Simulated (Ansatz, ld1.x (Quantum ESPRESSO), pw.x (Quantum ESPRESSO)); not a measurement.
Equation-of-state test of one RRKJ potential (Tc)

| Property | Result |
| --- | --- |
| Element | Tc |
| Generator | ld1.x (Quantum ESPRESSO) 7.5 |
| Type | norm-conserving RRKJ (Kleinman–Bylander form) |
| Functional | PBEsol |
| Relativity | scalar-relativistic |
| Frozen core | [Kr] |
| Valence charge | 7 |
| Reference configuration | 4d5 5s2 5p0 |
| Partial waves | 5p (bound, empty): rc 2.50 bohr; 4d (bound): rc 1.04 bohr; 5s (bound): rc 2.20 bohr |
| Local potential | the s channel |
| Core correction | a·sin(br)/r model core inside 1.30 bohr |

Atomic tests: cutoffs needed: 100 Ry and 140 Ry (the cutoffs (Ry, on a coarse ladder) from which the occupation-weighted sum of valence levels, in a spherical-Bessel basis at the reference potential, stays within 10 and 1 mRy of its value at 400 Ry); ghost test: no extra level below or beside the all-electron valence levels (p, d, s, f tested) (spherical-Bessel basis up to 400 Ry, 20 bohr box); largest excitation error: -1058 meV (all-electron minus pseudo) for 4d3 5s0 5p0, out of 7 test configurations.

Crystal test: bcc Tc in pw.x 7.5, no spin, 15³ k-points, Fermi–Dirac smearing 0.01 Ry, cutoffs 170/680 Ry. The reference is all-electron LAPW (Ansatz 0.2.0) with the same functional, mesh and smearing; V0 and B0 come from Birch–Murnaghan fits to the pressures at five volumes. Errors are pseudo minus all-electron; Δ is the rms difference of the E(V) curves that follow from these fits, minima aligned, over ±6 % about the mean V0. Mesh and smearing are coarse, so the numbers serve the comparison and aren't converged zero-temperature values; the lattice is a test structure that the element need not adopt.

```json
{"V (Å³/atom)": "13.494", "P all-electron (GPa)": "18.26", "P pseudo (GPa)": "44.68"}
{"V (Å³/atom)": "13.849", "P all-electron (GPa)": "8.52", "P pseudo (GPa)": "32.27"}
{"V (Å³/atom)": "14.204", "P all-electron (GPa)": "0.02", "P pseudo (GPa)": "21.41"}
{"V (Å³/atom)": "14.559", "P all-electron (GPa)": "-7.38", "P pseudo (GPa)": "11.92"}
{"V (Å³/atom)": "14.914", "P all-electron (GPa)": "-13.82", "P pseudo (GPa)": "3.63"}
```

All-electron: a0 = 3.051 Å (V0 = 14.20 Å³/atom), B0 = 316.6 GPa.

Pseudopotential: mean pressure error (GPa): +21.66. The pressure does not cross zero within the volumes sampled, so no fit is given. This is a poor potential for the solid.

Question: At the middle volume, how do free energy and pressure move when the wave cutoff is lowered (ecutrho kept at four times it)?

Answer:

```json
{"cutoff (Ry)": "76", "shift of F (meV/atom)": "+389.2", "shift of P (GPa)": "-10.54"}
{"cutoff (Ry)": "102", "shift of F (meV/atom)": "+76.0", "shift of P (GPa)": "-4.35"}
{"cutoff (Ry)": "136", "shift of F (meV/atom)": "+1.7", "shift of P (GPa)": "-0.07"}
```

The run at the middle volume (120 k-points, 7 iterations) took about 61 s on one core of a shared host (Neoverse-V1, 32 threads, 247 GiB, load 13).
